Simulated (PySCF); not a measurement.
**TDDFT excited states: [C4H11P2]+**

C4H11P2 (charge +1).
InChI=1S/C4H10P2/c1-5-3-4-6-2/h3-6H,1-2H3/p+1/b4-3-

Computed, not measured: TDDFT wB97X-D/def2-SVPD, vertical, gas phase, core orbitals frozen in the response in PySCF 2.14.0, density-fitted response routines. The structure is a single GFN2-xTB conformer in the gas phase; no vibrational or solvent corrections.

```csv
state,E (eV),E (hartree),f,|μ| (D),"main configurations (H = HOMO, L = LUMO)"
S1,4.58,0.1684,0.0024,0.37,H→L (98%)
S2,6.24,0.2292,0.0091,0.62,"H→L+1 (58%), H-1→L (38%)"
S3,6.62,0.2433,0.017,0.82,H-2→L (82%)
S4,6.66,0.2449,0.464,4.28,"H-1→L (51%), H→L+1 (33%)"
S5,6.99,0.2570,0.064,1.56,H→L+2 (77%)
S6,7.40,0.2720,0.0016,0.24,H-1→L+1 (93%)
S7,7.68,0.2823,0.078,1.64,"H→L+3 (66%), H→L+6 (12%)"
S8,7.86,0.2887,0.025,0.91,"H→L+4 (39%), H→L+6 (15%), H→L+5 (14%)"
```

Triplets (Tamm–Dancoff): T1 4.15 eV, H-1→L (67%), H→L (21%); T2 4.46 eV, H→L (75%), H-1→L (18%); T3 5.32 eV, H→L+1 (87%).

The lowest singlet comes at 271 nm (442 kJ/mol) in the ultraviolet; it is very weak; its leading configuration is HOMO→LUMO (98%). The most intense listed level is S4 at 6.66 eV (186 nm, f = 0.464), 2.08 eV above S1. Löwdin shares by element: HOMO phosphorus 56% or more, carbon 21% or more, hydrogen 6% or more (atoms not listed hold the other 17%); LUMO carbon 58% or more, phosphorus 20% (atoms not listed hold the other 22%). Orbital energies (eV): HOMO-3 -16.29, HOMO-2 -15.74, HOMO-1 -14.71, HOMO -13.33, LUMO -4.11, LUMO+1 -2.66, LUMO+2 -2.03. The oscillator strengths of these states sum to 0.661; summed over the whole spectrum of an exact calculation they would give the number of electrons, 64 (Thomas–Reiche–Kuhn). Of the 8 states listed, 5 reach f = 0.01 and none stays under 0.0005. Only the lowest 8 singlets were computed, as vertical energies without vibronic structure.
